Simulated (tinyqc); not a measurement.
Inside a calculation. Method: LCCD on RHF in the sto-6g basis, frozen core, for NH3, spin multiplicity 1. One step of it, computed by the program tinyqc.

Task: Iteration 8 (converged): orbitals. Diagonalise F' = X^T F X, C = X C', fill 5 alpha and 5 beta electrons from the bottom; D = 2 C_occ C_occ^T. Each column has its largest component positive (the first on a tie).

converged F (hartree):
```
             1N 1s      1N 2s     1N 2px     1N 2py     1N 2pz      2H 1s      3H 1s      4H 1s
1N 1s   -15.473671  -3.735310   0.000010   0.000000   0.014731  -0.796358  -0.797789  -0.797789
1N 2s    -3.735310  -1.779127   0.000192   0.000000   0.047282  -0.744907  -0.745787  -0.745787
1N 2px    0.000010   0.000192  -0.250398   0.000000  -0.000064  -0.426788   0.213483   0.213483
1N 2py    0.000000   0.000000   0.000000  -0.250718   0.000000   0.000000  -0.369820   0.369820
1N 2pz    0.014731   0.047282  -0.000064   0.000000  -0.301177   0.107827   0.107951   0.107951
2H 1s    -0.796358  -0.744907  -0.426788   0.000000   0.107827  -0.421525  -0.214678  -0.214678
3H 1s    -0.797789  -0.745787   0.213483  -0.369820   0.107951  -0.214678  -0.422238  -0.214929
4H 1s    -0.797789  -0.745787   0.213483   0.369820   0.107951  -0.214678  -0.214929  -0.422238
```

X:
```
                1          2          3          4          5          6          7          8
1N 1s   -0.320677   0.000000  -0.000889   0.787824   0.568168   0.000082   0.000000   0.150215
1N 2s    1.314366   0.000000   0.002669  -0.092228   0.133045   0.000192   0.000000   0.446300
1N 2px  -0.002567   0.000000   0.990467   0.000120   0.000006   0.635589   0.000000  -0.000204
1N 2py   0.000000   0.990855   0.000000   0.000000   0.000000   0.000000   0.635561   0.000000
1N 2pz  -0.215083   0.000000  -0.000361  -0.609747   0.776935   0.000007   0.000000  -0.073452
2H 1s   -0.603678   0.000000  -0.939501  -0.133490  -0.095930   0.447543   0.000000   0.304464
3H 1s   -0.607649  -0.812870   0.467774  -0.133405  -0.095881  -0.223467   0.387362   0.304807
4H 1s   -0.607649   0.812870   0.467774  -0.133405  -0.095881  -0.223467  -0.387362   0.304807
```

Give: F' = X^T F X; orbital energies; coefficients C; D after iteration 8.

Result:

F' = X^T F X (hartree):
```
         1       2        3        4        5        6        7        8
1   0.2252  0.0000  -0.0016   1.3002   0.8883  -0.0001   0.0000   0.1111
2   0.0000  0.6714   0.0000   0.0000   0.0000   0.0000   0.0709   0.0000
3  -0.0016  0.0000   0.6708   0.0047   0.0033   0.0709   0.0000   0.0008
4   1.3002  0.0000   0.0047  -8.7421  -6.6262  -0.0013   0.0000  -3.3311
5   0.8883  0.0000   0.0033  -6.6262  -5.5044  -0.0011   0.0000  -2.6349
6  -0.0001  0.0000   0.0709  -0.0013  -0.0011  -0.5274   0.0000  -0.0005
7   0.0000  0.0709   0.0000   0.0000   0.0000   0.0000  -0.5277   0.0000
8   0.1111  0.0000   0.0008  -3.3311  -2.6349  -0.0005   0.0000  -2.2883
```

orbital energies (hartree): MO1 -15.4766, MO2 -1.0112, MO3 -0.5319, MO4 -0.5316, MO5 -0.3115, MO6 0.4897, MO7 0.6749, MO8 0.6755

coefficients C:
```
            MO1      MO2      MO3      MO4      MO5      MO6      MO7      MO8
1N 1s    0.9963  -0.2119   0.0000  -0.0001  -0.0479  -0.1708   0.0003   0.0000
1N 2s    0.0181   0.7689   0.0000   0.0004   0.2565   1.1383  -0.0027   0.0000
1N 2px   0.0000  -0.0002   0.0000   0.5762  -0.0001   0.0017   1.0262   0.0000
1N 2py   0.0000   0.0000   0.5762   0.0000   0.0000   0.0000   0.0000   1.0265
1N 2pz  -0.0018  -0.0666   0.0000   0.0001   0.9629  -0.3089   0.0007   0.0000
2H 1s   -0.0035   0.1646   0.0000   0.5019  -0.0853  -0.6744  -0.9088   0.0000
3H 1s   -0.0035   0.1648   0.4345  -0.2508  -0.0852  -0.6724   0.4565  -0.7887
4H 1s   -0.0035   0.1648  -0.4345  -0.2508  -0.0852  -0.6724   0.4565   0.7887
```

D after iteration 8:
```
          1N 1s    1N 2s   1N 2px   1N 2py   1N 2pz    2H 1s    3H 1s    4H 1s
1N 1s    2.0794  -0.3143   0.0000   0.0000  -0.0675  -0.0687  -0.0687  -0.0687
1N 2s   -0.3143   1.3146   0.0001   0.0000   0.3914   0.2096   0.2095   0.2095
1N 2px   0.0000   0.0001   0.6640   0.0000   0.0000   0.5783  -0.2890  -0.2890
1N 2py   0.0000   0.0000   0.0000   0.6640   0.0000   0.0000   0.5007  -0.5007
1N 2pz  -0.0675   0.3914   0.0000   0.0000   1.8634  -0.1860  -0.1860  -0.1860
2H 1s   -0.0687   0.2096   0.5783   0.0000  -0.1860   0.5725  -0.1829  -0.1829
3H 1s   -0.0687   0.2095  -0.2890   0.5007  -0.1860  -0.1829   0.5722  -0.1829
4H 1s   -0.0687   0.2095  -0.2890  -0.5007  -0.1860  -0.1829  -0.1829   0.5722
```
